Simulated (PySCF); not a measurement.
An excited-state job on ethylidenecyclopropane, `CC=C1CC1`.

Method: TDDFT PBE0/def2-SVPD, vertical, gas phase, core orbitals frozen in the response (PySCF 2.14.0, density-fitted response routines). Geometry: GFN2-xTB. The command runs a driver script over a list of jobs; the input below is this job's line of settings and its coordinates in Å.

Command:
```bash
OMP_NUM_THREADS=1 python probes_run.py task.json out
```

Input:
```
{"job": {"kind": "uv", "xc": "PBE0", "basis": "def2-SVPD", "nstates": 6, "ntriplets": 2}, "charge": 0, "multiplicity": 1}
C      2.039225     0.154638     0.097020
C      0.827874    -0.719888     0.000131
C     -0.399854    -0.265561    -0.031655
C     -1.838390    -0.527348    -0.107390
C     -1.301754     0.888941    -0.016678
H      2.690806    -0.009279    -0.761139
H      2.607711    -0.084963     0.995620
H      1.753632     1.202944     0.129564
H      1.013355    -1.786424    -0.044818
H     -2.259266    -0.857642    -1.047153
H     -2.337814    -0.943446     0.756760
H     -1.439600     1.432656     0.907827
H     -1.360313     1.515857    -0.895817
```

Question: Estimate the output.

Answer: 
```
coarse grid: 10392 points
cycle   1  E = -194.8470151293  dE =  6.095e-01  |g| = 3.286e-01  |ddm| = 6.029e+00
cycle   2  E = -194.8470663720  dE = -5.124e-05  |g| = 3.402e-01  |ddm| = 1.464e+00
cycle   3  E = -194.8793324931  dE = -3.227e-02  |g| = 2.863e-02  |ddm| = 6.554e-01
cycle   4  E = -194.8794400882  dE = -1.076e-04  |g| = 1.948e-02  |ddm| = 1.049e-01
cycle   5  E = -194.8795245458  dE = -8.446e-05  |g| = 5.758e-03  |ddm| = 4.337e-02
cycle   6  E = -194.8795320029  dE = -7.457e-06  |g| = 1.958e-03  |ddm| = 1.313e-02
final grid: 99016 points
cycle   7  E = -194.9093348455  dE = -2.772e-05  |g| = 6.969e-03  |ddm| = 1.303e-01
cycle   8  E = -194.9093309848  dE =  3.861e-06  |g| = 7.939e-03  |ddm| = 2.992e-02
cycle   9  E = -194.9093482190  dE = -1.723e-05  |g| = 9.712e-04  |ddm| = 1.492e-02
cycle  10  E = -194.9093484598  dE = -2.408e-07  |g| = 1.808e-04  |ddm| = 1.967e-03
cycle  11  E = -194.9093484669  dE = -7.058e-09  |g| = 7.342e-05  |ddm| = 5.245e-04
cycle  12  E = -194.9093484682  dE = -1.278e-09  |g| = 1.483e-05  |ddm| = 1.896e-04
cycle  13  E = -194.9093484682  dE = -5.008e-11  |g| = 1.271e-06  |ddm| = 4.066e-05
converged SCF energy = -194.9093484682

Static polarisability (au): isotropic 60.894, principal 45.684 56.034 80.964

Singlet excitations
state   eV       nm        f      main configurations
  1   6.7771    182.9   0.00003   H->L+1 0.93
  2   6.8439    181.2   0.00009   H-1->L 0.95
  3   7.1197    174.1   0.48791   H->L 0.95
  4   7.2922    170.0   0.00272   H->L+2 0.89, H->L+3 0.09
  5   7.4557    166.3   0.00304   H->L+3 0.85, H->L+2 0.10
  6   7.5912    163.3   0.00269   H-2->L 0.98

Triplet excitations (Tamm-Dancoff, eV): 4.3726 6.3366
```

The SCF starts on a coarse grid where the log names one; the energy can jump when the final grid takes over, and dE then counts from the start density on the new grid. H and L stand for HOMO and LUMO; the number after each pair is its weight.

Question: Which computed singlet has the largest oscillator strength, and what do all of them sum to?

Answer: State 3 at 7.12 eV (174 nm), f = 0.488; the 6 states sum to 0.496.

Question: Give S1 in cm⁻¹ and kJ/mol.

Answer: 6.7771 eV × 8065.54 = 54661 cm⁻¹; × 96.485 = 653.9 kJ/mol.

Main results: HOMO -7.02 eV, LUMO 0.47 eV; lowest singlet 6.78 eV; lowest triplet 4.37 eV (Tamm–Dancoff); mean polarisability 60.9 au.

Hardware: one thread of an Intel Xeon Platinum 8488C, no GPU, shared host. Cost: 16 s (grids of density and orbitals included), 0.71 GiB resident at most.
Labels such as C1 count atoms from 1, the log's own numbers from 0.
